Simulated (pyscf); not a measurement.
Elementary routes open to HO–PH₂ + silanol (HO–SiH₃) in the gas phase (singlet surface):
A. H₃Si–O–PH₂ + water (H₂O) (H–O, O–Si broken; O–Si, H–O formed)
B. HO–PH–OH + silane (SiH₄) (O–Si, H–P broken; O–P, H–Si formed)

Structures and frequencies: ωB97X-D3(BJ)/def2-SVP in PySCF.

**Question.** Rank the routes by free-energy barrier at 1200 K, lowest first, for ωB97M-D3(BJ)/def2-TZVP energies (ideal gas, 1 atm, RRHO with modes under 100 cm⁻¹ raised to 100, one conformer, R ln 2 for chiral ones without a mode under 150 cm⁻¹).

**Answer.** A (67.4 kcal/mol), B (93.6 kcal/mol)

Route A is the fastest of these, ahead of the next by 26.2 kcal/mol. The most stable products are those of A (ΔG = +0.2 kcal/mol), so kinetics and thermodynamics agree. At 298 K A is still the fastest. A: On the reactant side the descent ends in a complex (not fully relaxed), 6.5 kcal/mol under the separated species and 27.8 kcal/mol under the saddle at ωB97X-D3(BJ)/def2-TZVP. On the product side the descent ends in a complex, 4.1 kcal/mol under the separated species and 28.6 kcal/mol under the saddle at ωB97X-D3(BJ)/def2-TZVP. B: On the reactant side the descent ends in a complex (not fully relaxed), 6.0 kcal/mol under the separated species and 48.8 kcal/mol under the saddle at ωB97X-D3(BJ)/def2-TZVP. Only these routes are compared; each barrier is that of the saddle found, and lower ones may exist.
